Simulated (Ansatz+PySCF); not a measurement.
singlet Li₂: levels of theory in one basis

```xyz
2

Li   -0.0394   -0.0304   -1.3982
Li   -0.0238    0.0192    1.3540
```

Basis set: def2-SVP (spherical functions). All electrons are correlated. Charge 0, multiplicity 1.

Computed with Ansatz (development build ahead of 0.2.0); each method stands on the lowest determinant of its kind that the runs found. NEVPT2 correlates all electrons. Active spaces start from the frontier orbitals, and the lowest solution found is given.

```csv
method,E − E(RHF) (eV),<S²> of the determinant
RHF,0.00,0.00
UHF,-0.01,0.20
RHF-MP2,-0.55,–
UHF-MP2,-0.48,0.20
RHF-CCSD,-0.86,–
RHF-CCSD(T),-0.86,–
full CI (lowest root of this spin),-0.86,–
"SC-NEVPT2(2,2)",-0.57,–
```

Task: What does CASSCF(2,2) give on the same scale?

Result: -0.26 eV.

Task: Is a single determinant a sound starting point here?

Result: Only with care. Unrestricted orbitals gain 0.01 eV and <S²> is 0.20 against 0.00 for a pure state, so spin symmetry breaks but gains little energy; restricted orbitals can still serve. The CASSCF(2,2) natural occupations are 1.91, 0.09.

Caution for UHF, UHF-MP2: the unrestricted determinant is spin contaminated; the determinant breaks the point group. Caution for UHF-MP2: another reference gives a lower total.
